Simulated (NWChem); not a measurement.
# methanol (CH4O); SMILES CO

```xyz
6

C     -0.0084    -0.6395     0.0000
O     -0.0907     0.7554     0.0000
H      0.5009    -1.0491    -0.8949
H     -1.0348    -1.0359     0.0000
H      0.5009    -1.0491     0.8949
H      0.8036     1.1087     0.0000
```
Atoms are numbered in this order, from 1.

Computed with NWChem. All runs use the structure optimised with PBE0/def2-SVP. Level: PBE0/def2-SVP with SMD (1 M gas to 1 M solution), gas-phase geometry.

Task: Estimate the computed values for solvent n-hexane. Quantities: solvation free energy (kcal/mol); cavity-dispersion-structure term (kcal/mol); dipole in solution (D).

Result: 
| Property | Value |
|---|---|
| solvation free energy (kcal/mol) | -1.7 |
| cavity-dispersion-structure term (kcal/mol) | -0.4 |
| dipole in solution (D) | 1.74 |
